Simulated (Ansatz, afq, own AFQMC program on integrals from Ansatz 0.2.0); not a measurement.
Where AFQMC and coupled cluster stand for AlSiH, singlet

```xyz
3

Si    0.0000    0.0000    3.0149
Al    0.0000    0.0000   -0.7101
H     0.0000    0.0000   -2.3049
```

Connectivity, by distances: Si ··· AlH.

Basis 6-31G. Noble-gas cores (and the filled d shells of Ga–Kr and In–Xe) are frozen. AFQMC by an in-house program on the Cholesky factors that Ansatz 0.2.0 writes for its CCSD(T) run. The CISD trial takes its coefficients from CCSD amplitudes. Released means that phaseless walkers are propagated on without the constraint, phases kept. Uncertainties: one standard error, sampling alone.

Determinant: RHF, the one that the program's search chose, which needn't be the lowest solution. The geometry is a point of a scan.

Full CI on the same integrals is exact in this basis and with this determinant's frozen core.

Cautions: higher spins were not checked; restricted determinant unstable towards unrestricted (UHF 1.03 eV lower, ⟨S²⟩ 1.00); strong correlation (T1 0.049, weight of the determinant 0.75, largest double 0.17); the CCSDTQ amplitudes may be one of several solutions (largest double 0.67); the released energies are still falling, so no released level is given (meV from the phaseless value at times in 1/Eh: -6 ± 4 at 0.24, -7 ± 3 at 0.51, -10 ± 3 at 0.99, -19 ± 4 at 1.62, -21 ± 4 at 2.40); the determinant fills πx and πy unequally, so it mixes two states of the linear molecule, and each level undoes that mixture to a different degree, while full CI gives the lower state, and by Hund's rule a triplet of that filling probably lies lower still; CCSDTQ on the UHF determinant differs (917 meV lower), perhaps since the unrestricted series falls towards higher spin.

The T1 diagnostic is 0.0485, the weight of the determinant in the CISD state is 0.752 and the size of the correlated space is 8 electrons in 18 orbitals.

Reference: full CI, correlation energy -2.618 eV. The cautions show a poor starting determinant, so the rows tell how each method copes with it here, and full CI is the sure value.

```csv
level,E − E(reference) (kcal/mol),share of correlation (%)
HF,60.38,0.00
MP2,26.24,56.54
CCSD,4.61,92.37
CCSD(T),3.12,94.83
CCSDT,1.25,97.93
CCSDT(Q),0.35,99.42
CCSDTQ,0.05,99.91
ph-AFQMC/CISD,3.08 ± 0.09,94.90
```

CCSDT and higher add their correlation energy to the determinant of the CCSD(T) run, since their own runs factorise the integrals more tightly (a shift of under 2 meV).
